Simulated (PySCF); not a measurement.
## [C2H3NO]-: g tensor and hyperfine couplings

C2H3NO (charge -1 and doublet state).
Atom-mapped SMILES: `[H]/[N:1]=[CH:2]/[CH:3][O-:4]` (hydrogens: H5 on N1; H6 on C2; H7 on C3)

Structure used (PBE0-D3(BJ)/def2-SVP), in Å, numbered top down from 1:
```xyz
7
C2H3NO angstrom
N      1.2400   -0.6641   -0.2393
C      0.2576    0.1883    0.0671
C     -1.1212   -0.1466    0.0924
O     -2.0823    0.6146    0.3719
H      2.1214   -0.1444   -0.1735
H      0.4462    1.2527    0.3324
H     -1.3055   -1.2283   -0.1772
```

The hyperfine couplings belong to this conformer and change with its torsions.

Computed with UKS B3LYP, IGLO-III on C N O, pcH-1 on H, non-relativistic, mean-field spin-orbit, GIAO (PySCF). Whether the extra electron is bound in the gas phase wasn't checked; a finite basis holds it in any case. Stability of the SCF solution: not tested.

- g1, g2, g3: 2.00210, 2.00477, 2.00654
- g_iso: 2.00447
- Form of g: rhombic: the two nearest values differ by 40 % of g3 − g1
- ⟨S²⟩: 0.7590 (exact 0.7500)

Hyperfine couplings atom by atom, in G; T1 to T3 are the principal values of the dipolar part; ρ(0) is the spin density at the nucleus (MHz turned into gauss with g_iso; 10 G = 1 mT):

```
atom  isotope  a_iso     T1    T2    T3  Mulliken spin population  ρ(0) (bohr⁻³)
  N1      14N    5.7   -7.1  -6.9  14.0                      0.43         0.0499
  C2      13C   -4.6   -4.9  -3.3   8.1                      0.11        -0.0115
  C3      13C   -0.2   -7.3  -5.9  13.2                      0.25        -0.0004
  O4      17O   -8.8  -31.5  15.5  16.1                      0.26         0.0409
  H5       1H   -9.8   -8.7  -1.4  10.0                     -0.02        -0.0062
  H6       1H   -3.8   -2.0  -1.2   3.2                     -0.01        -0.0024
  H7       1H   -6.7   -2.9  -1.1   4.1                     -0.02        -0.0042
```

Largest spin populations (Mulliken): N1 (+0.43), O4 (+0.26), C3 (+0.25) and C2 (+0.11). Three atoms exceed +0.15.

C3, the radical centre as drawn in `[H]/N=C/[CH][O-]`, holds a spin population of +0.25 out of 1.

Axes: g1 is normal to the molecular plane and g2 points within 7° of the C3–H7 bond.

Under fast tumbling the dipolar parts average out, and these isotropic splittings remain: 1 × 1H (H5, I = 1/2, 2 lines) with 0.98 mT, 1 × 1H (H7, I = 1/2, 2 lines) with 0.67 mT, 1 × 14N (N1, I = 1, 3 lines) with 0.57 mT and 1 × 1H (H6, I = 1/2, 2 lines) with 0.38 mT.

The 13C coupling of C2 (-12.9 MHz) shows only in satellite lines or after enrichment, since that isotope makes up about 1.07 % of natural carbon.

The 17O coupling of O4 (-24.8 MHz) shows only in satellite lines or after enrichment, since that isotope makes up about 0.038 % of natural oxygen.

Examples of negative spin density at the nucleus (bohr⁻³): C2 (-0.0115), H5 (-0.0062) and H7 (-0.0042).

The run took 23 s of wall time (with the writing of density and orbital grids) on an Arm Neoverse N1 with one thread, on a shared host.
